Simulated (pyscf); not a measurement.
**Routes from `[Cl][C]([Cl])[Cl]` [doublet] + `[ClH]`**

Candidate steps break at most two bonds and form at most two. Each was searched with GFN2-xTB (tblite) first. PySCF, gas phase, ωB97X-D3(BJ)/def2-SVP geometries. Energies: ωB97M-D3(BJ)/def2-TZVP, kcal/mol, from the separated reactants, doublet surface.

```
products                              type   ΔE‡     ΔE  ΔG‡ 298 K  ΔG‡ 900 K  ν‡ (cm⁻¹)
--------------------  --------------------  ----  -----  ---------  ---------  ---------
Cl–CH(Cl)–Cl + Cl•    hydrogen abstraction   9.4   +7.0       18.3       38.9       621i
Cl–C(Cl)(Cl)–Cl + H•         atom transfer  45.3  +37.6       52.2       71.2      1142i
HCl + Cl–C•(Cl)–Cl    four-centre exchange  47.3    0.0       54.9       73.7      1302i
```

Plain bond fissions and candidates not yet searched are not listed, and one of them may be faster. Each barrier is that of the saddle found; lower ones may exist. Left out: orbital degeneracy and the spin-orbit lowering of Cl.
